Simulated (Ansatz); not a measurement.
Predict the output of the script below (the Python package of Ansatz (0.2.0)).

`c4h10no_disp.py`
```python
# -*- coding: utf-8 -*-
import ansatz as az
from rdkit import Chem
from rdkit.Chem import AllChem

config = {
    "basis": "def2-SVP",
    "net_charge": 1,
}

rd = Chem.AddHs(Chem.MolFromSmiles("COC1CC[NH2+]1"))
AllChem.EmbedMolecule(rd, randomSeed=213)
AllChem.UFFOptimizeMolecule(rd)
system = az.Crystal.molecule()
for atom, xyz in zip(rd.GetAtoms(), rd.GetConformer().GetPositions()):
    system = system.atom(atom.GetSymbol(), xyz.round(5).tolist())

calculation = (
    system.calculation()
    .basis(gaussian=config["basis"])
    .charge(config["net_charge"])
)
for name in ["pbe0", "r2scan"]:
    for correction in ("d3bj", "d4"):
        report = calculation.functional(name, dispersion=correction).run(threads=1, backend="cpu").report
        print(f"{name:8s} {correction:5s} total {report['free_energy_ev']:.5f} eV, of which dispersion {1000 * report['dispersion']['energy']['ev']:.2f} meV")
```

```console
$ python c4h10no_disp.py
pbe0     d3bj  total -7825.75786 eV, of which dispersion -278.10 meV
pbe0     d4    total -7825.71020 eV, of which dispersion -230.44 meV
DeckWarning: the engine holds no damping parameters fitted to this dispersion correction and functional, so the run takes those fitted to r2scan beside the three-body term, which d3bj leaves out (hamiltonian.dispersion, under Limitations)
r2scan   d3bj  total -7829.79797 eV, of which dispersion -94.13 meV
r2scan   d4    total -7829.77587 eV, of which dispersion -72.03 meV
```
(Warnings from the package without file and line.)

What to keep in mind:
- Total energies depend on the basis set; only differences at equal settings carry meaning.
- The geometry is a force-field or estimated start, not a minimum of this method, and the basis set is short of its limit. D4 holds the three-body term, and d3bj doesn't.
- A dispersion term here runs with damping parameters fitted for another variant or functional.
- Wall time of the script: 32 s on 1 thread of Arm Neoverse V1 (shared host), peak memory 0.38 GiB.

(A comment or docstring line of the script was reworded after the run, the code is as it ran; lines on the test bed's own set-up are left out of the output.)
